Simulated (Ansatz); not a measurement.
## Relaxing Mg₃ZnC

Method: DFT PBE, scalar-relativistic, plane waves, PAW in Ansatz 0.2.0. Cutoff 420 eV, Γ-centred k mesh, Gaussian smearing, no spin polarisation in the final step.

Mg₃ZnC was placed on the sites of a reported CeGa3Cu cell (I4mm, No. 107), with Zn in place of Ce, C in place of Cu, Mg in place of Ga, at a guessed volume.

```xyz
5
Lattice="-2.0491 2.0491 5.0339 2.0491 -2.0491 5.0339 2.0491 2.0491 -5.0339" Properties=species:S:1:pos:R:3 pbc="T T T"
Mg    0.0000    2.0491    3.8841
Mg    2.0491    0.0000    3.8841
Mg    0.0000    0.0000    7.5548
Zn    0.0000    0.0000    1.3742
C     0.0000    0.0000    5.2564
```

Cell and atoms relax at zero pressure; the relaxation can't lower the symmetry of the start. After a coarse first stage the cell is made exact in the group found at 0.06 Å.

The zero of energy is the elements' standard structures at the same level; no fitted shifts are applied.

(1) Which crystal results?

(2) What are its volume, energy, density and gap?

Answers

(1) It keeps I4mm (No. 107), but not the shape of the type it started on. Conventional cell: a = 4.365 Å, c = 9.212 Å. Mg on Wyckoff site b (2 atoms of the primitive cell) has 2 C at 2.18 Å; Mg on Wyckoff site a (1 atom of the primitive cell) is coordinated by 1 C at 2.18 Å; around Zn lie 1 C at 2.08 Å; C is coordinated by 1 Zn at 2.08 Å and 5 Mg at 2.18 Å.

Space group I4mm (No. 107). a = 4.365 Å, b = 4.365 Å, c = 9.212 Å, α = 90.00°, β = 90.00°, γ = 90.00°
```
atom site symmetry x y z
  Mg    4b      2mm.  0.0000  0.5000  0.4390
  Mg    2a       4mm  0.5000  0.5000  0.1673
  Zn    2a       4mm  0.0000  0.0000  0.2047
   C    2a       4mm  0.0000  0.0000  0.4306
```

(2) The volume per atom is 17.55 Å³. The density is 2.84 g/cm³. The energy over the elements is 0.25 eV/atom. The gap on the 12×12×12 mesh is 0 eV (a metal).

The final run used a 12×12×12 mesh on its 5-atom cell and 0.10 eV smearing. For metals, differences of a few meV/atom aren't resolved. A structure relaxed within its symmetry needn't be a true minimum.

Cost: 3 runs of about 5.3 core-minutes in all, on Arm Neoverse V2 (shared hosts).